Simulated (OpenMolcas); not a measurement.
# One shape, several levels: CHCl2F (dichlorofluoromethane)

Aim: a comparison of 6 runs (HF/STO-3G, HF/def2-SVPD, B3LYP/6-31G*, B2PLYP/def2-SVPD, M06-L/def2-SVPD, CCSD(T)/def2-SVPD) of CHCl2F (dichlorofluoromethane). 

Program for the calculation: OpenMolcas 26.06.

1 further run of the same task is left out (set aside as unsound or not needed).

### Step 1. The structure to begin with

CHCl2F: 5 atoms, total charge 0, spin state singlet. As SMILES, `FC(Cl)Cl`. The F1–C2 distance was set to 2.011 Å, away from the relaxed value. At this shape a bond of the SMILES string is far longer than usual.

Bond lengths: C2–Cl3 1.759 Å, C2–Cl4 1.759 Å, C2–H5 1.088 Å. Angles: Cl3–C2–Cl4 111.6°, Cl3–C2–H5 108.4°, Cl4–C2–H5 108.4°. A long bond or contact: F1–C2 2.011 Å.

### Step 2. A single-point energy at HF/STO-3G (run 1)

The input, test.input:

```
* CHCl2F Hartree-Fock

&GATEWAY
  BasLib=$CurrDir
  Coord
  5
  angstrom
  F       -0.889116       0.149051       1.830283
  C        0.006400       0.099400       0.030700
  Cl       1.459900      -0.886800       0.126900
  Cl      -1.120400      -0.525200      -1.167100
  H        0.294600       1.106400      -0.262500
  Basis=STO-3G
  Group=NoSym

&SEWARD

&SCF
  Thresholds=1e-10 1e-07 1e-07 1e-05
  PrOrbitals=1
```

The basis set STO-3G is read from a file made from the Basis Set Exchange's data (not shown).

Started as:

```sh
$ export MOLCAS_MEM=1860
$ pymolcas test.input > test.log
```

Standard output:

```text
--- Start Module: gateway ---
[...]
--- Stop Module: gateway /rc=_RC_ALL_IS_WELL_ ---
--- Start Module: seward ---
[...]
      Basis functions           29
--- Stop Module: seward /rc=_RC_ALL_IS_WELL_ ---
--- Start Module: scf ---
[...]
       Convergence after  14 Iterations
[...]
::    Total SCF energy                              -1044.9877952864
[...]
      Total spin, S                                     0.0000000000
[...]
      Total electronic charge=   50.000000
      Total            charge=   -0.000000
[...]
      Dipole Moment (debye):
      Origin of the operator (angstrom)=   -0.0456   -0.4339   -0.0147
                   X=  1.8746E-01               Y=  1.5838E+00               Z=  6.8765E-02           Total=  1.5963E+00
      Quadrupole Moment (debye*angstrom):
[...]
--- Stop Module: scf /rc=_RC_ALL_IS_WELL_ ---
[...]
```

Run time: 1.7 s. Hardware: 1 thread of Arm Neoverse V1, shared host; peak memory 0.37 GiB.

### Step 3. The energy at HF/def2-SVPD (run 2)

The input, run.input:

```
&GATEWAY
BASLIB=$CurrDir
COORD
5
angstrom
F       -0.889116       0.149051       1.830283
C        0.006400       0.099400       0.030700
Cl       1.459900      -0.886800       0.126900
Cl      -1.120400      -0.525200      -1.167100
H        0.294600       1.106400      -0.262500
BASIS=def2-SVPD
GROUP=NoSym
&SEWARD
&SCF
THRESHOLDS=1e-10 1e-07 1e-07 1e-05
PRORBITALS=1 2
```

The basis set def2-SVPD is read from a file made from the Basis Set Exchange's data (not shown).

Started as:

```sh
$ export MOLCAS_MEM=1860
$ pymolcas run.input > run.log
```

Standard output:

```text
--- Start Module: gateway ---
[...]
--- Stop Module: gateway /rc=_RC_ALL_IS_WELL_ ---
--- Start Module: seward ---
[...]
      Basis functions          105
--- Stop Module: seward /rc=_RC_ALL_IS_WELL_ ---
[...]
--- Start Module: scf ---
[...]
       Convergence after  16 Iterations
[...]
::    Total SCF energy                              -1056.3585804488
[...]
      Total spin, S                                     0.0000000000
[...]
      Total electronic charge=   50.000000
      Total            charge=   -0.000000
[...]
      Dipole Moment (debye):
      Origin of the operator (angstrom)=   -0.0456   -0.4339   -0.0147
                   X=  2.0688E+00               Y=  4.3378E-01               Z= -4.0041E+00           Total=  4.5278E+00
      Quadrupole Moment (debye*angstrom):
[...]
--- Stop Module: scf /rc=_RC_ALL_IS_WELL_ ---
[...]
```

Run time: 12 s. Hardware: 1 thread of Arm Neoverse V1, shared host; peak memory 0.6 GiB.

Runs 3 to 5 aren't shown in full; the table further down has their settings and results.

### Step 4. The energy at CCSD(T)/def2-SVPD (Cholesky decomposition) (run 6)

The input, mol.xyz:

```xyz
5

F     -0.889116     0.149051     1.830283
C      0.006400     0.099400     0.030700
Cl     1.459900    -0.886800     0.126900
Cl    -1.120400    -0.525200    -1.167100
H      0.294600     1.106400    -0.262500
```

The input, test.input:

```
* CHCl2F CCSD(T)
>>> EXPORT MOLCAS_PRINT=2

&GATEWAY
  BasLib = $CurrDir
  Coord = mol.xyz
  Basis = def2-SVPD
  Group = NoSym

&SEWARD
  High

&SCF
  Thresholds = 1e-10 1e-07 1e-07 1e-05
  PrOrbitals = 0

&CHCC
  Frozen = 12
  Threshold = 1e-08
  MaxIterations = 80

&CHT3
  Frozen = 12
```

The basis set def2-SVPD is read from a file made from the Basis Set Exchange's data (not shown).

Started as:

```sh
$ export MOLCAS_MEM=1860
$ pymolcas test.input > test.log
```

Standard output:

```text
--- Start Module: gateway ---
[...]
--- Stop Module: gateway /rc=_RC_ALL_IS_WELL_ ---
[...]
      Basis functions          105
[...]
       Convergence after  17 Iterations
[...]
::    Total SCF energy                              -1056.3585803806
[...]
      Total spin, S                                     0.0000000000
[...]
      Total electronic charge=   50.000000
      Total            charge=   -0.000000
[...]
      Dipole Moment (debye):
      Origin of the operator (angstrom)=   -0.0456   -0.4339   -0.0147
                   X=  2.0688E+00               Y=  4.3378E-01               Z= -4.0041E+00           Total=  4.5278E+00
      Quadrupole Moment (debye*angstrom):
[...]
--- Start Module: chcc ---
[...]
--- Stop Module: chcc /rc=_RC_ALL_IS_WELL_ ---
[...]
--- Start Module: cht3 ---
[...]
--- Stop Module: cht3 /rc=_RC_ALL_IS_WELL_ ---
[...]
```

Run time: 13 min. Hardware: 1 thread of Arm Neoverse V1, shared host; peak memory 0.18 GiB.

### Step 5. Overview of the runs

```csv
run,level,integration grid,frozen core orbitals,energy (Eh),dipole moment (D) of the reference,HOMO energy (eV),LUMO energy (eV),wall time
1,HF/STO-3G,–,–,-1044.987795,1.60,-9.73,3.62,1.7 s
2,HF/def2-SVPD,–,–,-1056.358580,4.53,-13.35,0.07,12 s
3,B3LYP/6-31G* (spherical functions),UltraFine,–,-1058.814718,3.27,-8.78,-3.59,15 s
4,B2PLYP/def2-SVPD,UltraFine,12,-1058.075082,4.10,-11.22,-2.53,32 s
5,M06-L/def2-SVPD,UltraFine,–,-1058.457286,3.67,-8.27,-4.77,43 s
6,CCSD(T)/def2-SVPD (Cholesky decomposition),–,12,-1057.076459,4.53,-13.35,0.07,13 min
```

### Step 6. Summary of results

| quantity | value |
| --- | --- |
| run 6: total energy | -1057.07646 Eh |
| run 6: dipole moment (mean-field density) | 4.53 D |
| run 6: HOMO energy (Hartree–Fock orbitals) | -13.35 eV |
| run 6: LUMO energy (Hartree–Fock orbitals) | 0.07 eV |
| run 6: HOMO–LUMO gap (Hartree–Fock orbitals) | 13.41 eV |
| run 6: correlation energy (12 core orbitals frozen) | -717.9 mEh |
| run 6: (T) correction | -28.66 mEh |

Over runs 1, 2, 3, 4, 5 the dipole moment (its size) runs from 1.60 D (HF/STO-3G) to 4.53 D (HF/def2-SVPD). Over runs 1, 2, 3, 4, 5 the HOMO–LUMO gap runs from 3.50 eV (M06-L/def2-SVPD) to 13.41 eV (HF/def2-SVPD). Exact exchange widens orbital gaps. For B2PLYP the log adds the whole second-order term; the table takes 0.27 of it, as the functional is defined. Totals of different functionals can't be ranked against each other. In run 1 the basis is minimal, so the values are rough. All runs together took 14 min, the longest 13 min.
